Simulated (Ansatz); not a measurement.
Geometry optimisation, RKS PBE-D4/6-31G* in Ansatz 0.2.0.

input.yaml

```yaml
crystal:
  periodic: [false, false, false]
  atoms:
    - { symbol: Si, position_ang: [0.18997, -0.055066, 0.156514] }
    - { symbol: C, position_ang: [0.139369, -0.043048, 2.037873] }
    - { symbol: H, position_ang: [-0.575505, -0.781007, 2.434997] }
    - { symbol: H, position_ang: [1.131274, -0.297388, 2.448936] }
    - { symbol: H, position_ang: [-0.132669, 0.948277, 2.434626] }
    - { symbol: H, position_ang: [1.586595, -0.338126, -0.323576] }
    - { symbol: H, position_ang: [-0.217311, 1.263196, -0.432977] }
    - { symbol: H, position_ang: [-0.699106, -1.115933, -0.423737] }
    - { symbol: H, position_ang: [-2.332805, 0.518225, 0.80745] }
    - { symbol: H, position_ang: [-2.055213, 0.44877, 1.459595] }
basis:
  gaussian: { orbitals: "6-31G*" }
hamiltonian:
  xc: pbe
  dispersion: d4
relax:
  f_tol: 0.03
  max_steps: 50
output:
  orbitals: {}
```

Run as:

```bash
$ ansatz run input.yaml --threads 1 --pin off --max-ram 2048MiB --backend cpu --events-out ev --progress --plain --runs-dir out
```

**Question.** Where does it end, and by what steps?

**Answer.** The forces met the threshold. The force dipped under the threshold on the way, but the program's further checks kept it going. After 19 steps the energy has fallen by 0.251 eV; H10 moved furthest, 1.21 Å.

| step | energy less start (eV) | largest force component (eV/Å) | accepted |
| --- | --- | --- | --- |
| 0 | 0.0000 | 1.364 | yes |
| 1 | -0.1298 | 0.202 | yes |
| 2 | -0.1711 | 0.142 | yes |
| 3 | -0.1880 | 0.051 | yes |
| 4 | -0.1913 | 0.090 | yes |
| 5 | -0.1942 | 0.156 | yes |
| 6 | -0.1982 | 0.295 | yes |
| 7 | -0.2053 | 0.430 | yes |
| 8 | -0.2384 | 0.034 | yes |
| 9 | -0.2457 | 0.015 | yes |
| 10 | -0.2071 | 1.154 | no |
| 11 | -0.2476 | 0.096 | yes |
| 12 | -0.2485 | 0.084 | yes |
| 13 | -0.2497 | 0.005 | yes |
| 14 | -0.1061 | 1.731 | no |
| 15 | -0.2498 | 0.020 | yes |
| 16 | -0.2486 | 0.320 | no |
| 17 | -0.2500 | 0.101 | yes |
| 18 | -0.2503 | 0.077 | yes |
| 19 | -0.2509 | 0.005 | yes |

```xyz
10
Properties=species:S:1:pos:R:3
Si 0.398 -0.080 0.156
C 0.404 -0.063 2.048
H -0.623 -0.128 2.442
H 0.979 -0.915 2.447
H 0.859 0.866 2.431
H 1.796 0.016 -0.387
H -0.389 1.077 -0.391
H -0.217 -1.346 -0.370
H -2.907 0.657 0.796
H -3.265 0.464 1.427
```

Time of the run: 31 s on 1 thread of Arm Neoverse V1, on a shared host, peak memory 0.11 GiB.
